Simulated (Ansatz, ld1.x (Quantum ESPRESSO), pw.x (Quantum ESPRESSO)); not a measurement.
Equation-of-state test of one RRKJ potential (nickel)

```
Element                 : nickel (Ni)
Generator               : ld1.x (Quantum ESPRESSO) 7.5
Type                    : norm-conserving RRKJ (Kleinman–Bylander form)
Functional              : PBEsol
Relativity              : scalar-relativistic
Frozen core             : [Ar]
Valence charge          : 10
Reference configuration : 3d9 4s1 4p0
Partial waves           : 4p (bound, empty): rc 2.85 bohr; 3d (bound): rc 1.50 bohr; 4s (bound): rc 1.80 bohr
Local potential         : the s channel
Core correction         : a·sin(br)/r model core inside 1.05 bohr
rho0                    : 0.001
```

Atomic tests: cutoffs needed: 80 Ry and 120 Ry (the cutoffs (Ry, on a coarse ladder) from which the occupation-weighted sum of valence levels, in a spherical-Bessel basis at the reference potential, stays within 10 and 1 mRy of its value at 400 Ry); ghost test: no extra level below or beside the all-electron valence levels (p, d, s, f tested) (spherical-Bessel basis up to 400 Ry, 20 bohr box); configuration tests: 1 of 7 tests not solved or not reliable.

Crystal test: fcc Ni in pw.x 7.5, no spin, 16³ k-points, Fermi–Dirac smearing 0.01 Ry, cutoffs 145/580 Ry. The reference is all-electron LAPW (Ansatz 0.2.0) with the same functional, mesh and smearing; V0 and B0 come from Birch–Murnaghan fits to the pressures at five volumes. Errors are pseudo minus all-electron; Δ is the rms difference of the E(V) curves that follow from these fits, minima aligned, over ±6 % about the mean V0. Mesh and smearing are coarse, so the numbers serve the comparison and aren't converged zero-temperature values; the lattice is a test structure that the element need not adopt. Spin polarisation and strong correlation are left out, which matters for this element.

```
V (Å³/atom)  P all-electron (GPa)  P pseudo (GPa)
      9.887                 12.41           28.65
     10.147                  5.34           20.80
     10.407                 -0.77           13.89
     10.667                 -6.04            7.66
     10.927                -10.59            1.97
```

All-electron: a0 = 3.462 Å (V0 = 10.37 Å³/atom), B0 = 230.4 GPa.

Pseudopotential: mean pressure error (GPa): +14.52. The pressure does not cross zero within the volumes sampled, so no fit is given. The largest radius (2.85 bohr) exceeds half the bond length (2.32 bohr), so the spheres overlap, which is one possible source of error among others. This is a poor potential for the solid. Atomic configuration tests: 1 of 7 tests not solved or not reliable.

Problem. At the middle volume, how do free energy and pressure move when the wave cutoff is lowered (ecutrho kept at four times it)?

Solution.

```
cutoff (Ry)  shift of F (meV/atom)  shift of P (GPa)
         65                +1798.3           -254.68
         87                  +90.0             -0.01
        116                   +5.6             -0.38
```

The run at the middle volume (145 k-points, 8 iterations) took about 39 s on one core of a shared host (Neoverse-V1, 32 threads, 247 GiB, load 13).
